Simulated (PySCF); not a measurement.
Chloromethane, SMILES CCl (CH₃Cl) (PBE0/def2-SVP optimised geometry):

```
5

C     -0.362    -0.251     0.000
Cl    -0.944    -1.079     1.459
H     -0.735     0.781     0.000
H      0.735    -0.251     0.000
H     -0.735    -0.781    -0.886
```

Calculation: PBE0/def2-TZVP (PySCF 2.14.0).

### Question
What are the frontier orbital energies and the dipole moment?

### Answer
HOMO-2 -11.68 eV, HOMO-1 -8.43 eV, HOMO -8.43 eV, LUMO 0.81 eV, LUMO+1 1.81 eV; dipole moment 1.91 D.

On the same geometry PBE/def2-TZVP in PySCF gives HOMO-2 -10.28 eV, HOMO-1 -6.99 eV, HOMO -6.99 eV, LUMO -0.27 eV, LUMO+1 0.93 eV; dipole moment 1.83 D.

Meta-Löwdin charges at PBE0/def2-TZVP: C1 -0.30, Cl2 -0.11, H3 0.14, H4 0.14, H5 0.14.
